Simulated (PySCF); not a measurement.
# Assignment exercise: C$_{3}$H$_{5}$NO

Cartesian coordinates in Å; atom numbers follow the order of the lines, from 1:
```xyz
10

C    -1.3475    0.0746    0.1077
O    -0.4071   -0.3793   -0.8280
C     0.8679   -0.5506   -0.3130
C     1.5095    0.7143    0.0946
N     1.9802    1.7191    0.4216
H    -2.3147    0.1377   -0.4073
H    -1.0884    1.0749    0.5008
H    -1.4425   -0.6253    0.9608
H     1.4872   -1.0126   -1.0972
H     0.8802   -1.2297    0.5643
```

[PySCF 2.14: spin–spin couplings from B3LYP/pcJ-1 (spin–dipole term only in couplings to heteroatoms); PBE0-D3(BJ)/def2-SVP geometry; shieldings: GIAO PBE0/pcSseg-1; one conformer; gas phase; equivalent nuclei averaged; no relativistic terms]

Scale: 13C (184.41 ppm) and 1H (31.27 ppm) against TMS (reference shieldings calculated alike).

Problem. Assign these signals to the numbered atoms. 13C{1H} NMR (computed): δ 120.5, 58.3, 58.1.

Solution. 
```tsv
δ (ppm)	atoms	environment	reason
120.5	C4	nitrile carbon	typical of a nitrile
58.3	C1	methyl carbon bonded to O	the inductive effect lowers its shielding
58.1	C3	sp3 CH2 bonded to O, α to a nitrile	deshielded by the electronegative neighbour
```

C1 and C3 lie closer than the usual error of such a calculation, so a measured spectrum could show them in the other order.

Problem. Assign these signals to the numbered atoms. 1H NMR (600 MHz, computed): δ 3.94 (s, 2H), 3.39 (s, 3H).

Solution. 
3.94 → H9/H10, hydrogen on an sp3 CH2 bonded to O, α to a nitrile: its carbon carries O, which withdraws density
3.39 → H6/H7/H8, hydrogen on a methyl carbon bonded to O: its carbon carries O, hence the downfield position

Shifts are as computed. Against solution values, carbons near 30 ppm lie about +2 ppm off and those near 130 ppm about +5 ppm. Of 1211 compounds with measured shifts, 218 miss one by over three times the rms of a fit or turn the order of signals round; such compounds aren't used in these exercises.
